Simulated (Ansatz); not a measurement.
**C₄H₅Cl: a ladder of functionals and wavefunction methods**

An exercise on one series of results from a longer session: the logs are not shown, and one member is left open.

Computed with Ansatz 0.2.0, Gaussian basis. Level: functionals in def2-TZVPP, the program's frozen cores in correlated methods.

Levels to be run: PBE-D4, r2SCAN-D4, PBE0-D4, B3LYP-D4, ωB97X-V, ωB97M-V, B2PLYP; CCSD(T)/def2-TZVPP; MP2/def2-QZVPP; extrapolation to the limit.

**The geometry**

An earlier PBE0-D4 in a triple-zeta def2 set relaxation fixed the geometry.

SMILES `C=C=C(C)Cl`, 10 atoms, charge 0, spin multiplicity 1.

Atoms are counted from 1 here; the program's logs count them from 0.

Bond lengths: C1–C2 1.299 Å, C1–H6 1.086 Å, C1–H7 1.086 Å, C2–C3 1.300 Å, C3–C4 1.490 Å, C3–Cl5 1.745 Å, C4–H8 1.093 Å, C4–H9 1.093 Å, C4–H10 1.090 Å. Angles: C2–C1–H6 121.3°, C2–C1–H7 121.3°, H6–C1–H7 117.3°, C1–C2–C3 179.1°, C2–C3–C4 126.1°, C2–C3–Cl5 119.1°, C4–C3–Cl5 114.9°, C3–C4–H8 110.4°, C3–C4–H9 110.4°, C3–C4–H10 110.2°, H8–C4–H9 107.7°, H8–C4–H10 109.1°, H9–C4–H10 109.1°.

The first run:

in.yaml reads:

```yaml
crystal:
  periodic: [false, false, false]
  atoms:
    - {symbol: C, position_ang: [-1.146013, 1.705456, -0.482826]}
    - {symbol: C, position_ang: [-0.254416, 0.769961, -0.351251]}
    - {symbol: C, position_ang: [0.624770, -0.176609, -0.206343]}
    - {symbol: C, position_ang: [0.469962, -1.395690, 0.635821]}
    - {symbol: Cl, position_ang: [2.145696, -0.058820, -1.054593]}
    - {symbol: H, position_ang: [-1.164527, 2.565688, 0.180161]}
    - {symbol: H, position_ang: [-1.899849, 1.661809, -1.263676]}
    - {symbol: H, position_ang: [0.555470, -2.295841, 0.021884]}
    - {symbol: H, position_ang: [1.254421, -1.435471, 1.395786]}
    - {symbol: H, position_ang: [-0.502612, -1.391583, 1.128037]}
basis:
  gaussian: {orbitals: def2-TZVPP}
hamiltonian: {xc: pbe, dispersion: d4}
output: {forces: true, orbitals: {seedname: orbitals}}
```

On the command line:

```console
$ ansatz run in.yaml --threads 4 --pin off --events-out ev --progress --plain --max-ram 10444MiB
```

Steps of the session up to this table: PBE-D4 (GGA); r2SCAN-D4 (meta-GGA); PBE0-D4 (hybrid); B3LYP-D4 (hybrid); ωB97X-V (range-separated); ωB97M-V (range-separated); B2PLYP (double hybrid); CCSD(T) in def2-TZVPP; MP2 in def2-QZVPP.

One of the session's tables, all rows but one given; the rest of the session is left out.

```
            method  atomisation energy (eV)
            PBE-D4                   43.963
         r2SCAN-D4                   42.753
           PBE0-D4                   43.045
          B3LYP-D4                   42.536
           ωB97X-V                   42.406
           ωB97M-V                   42.593
            B2PLYP                   42.096
     HF/def2-TZVPP                   31.068
    MP2/def2-TZVPP                        ?
   CCSD/def2-TZVPP                   40.552
CCSD(T)/def2-TZVPP                   41.317
           MP2/CBS                   43.244
       CCSD(T)/CBS                   42.338
```

**Question.** Estimate the row for MP2/def2-TZVPP.

**Answer.** atomisation energy (eV): 42.223. In the column «atomisation energy (eV)» it lies between B2PLYP (42.096) and CCSD(T)/CBS (42.338).

Limits of these values: Free atoms (4 C, 1 Cl, 5 H) were run apart at each level; the atomisation energy is their sum less the molecule, without zero-point or spin-orbit terms.
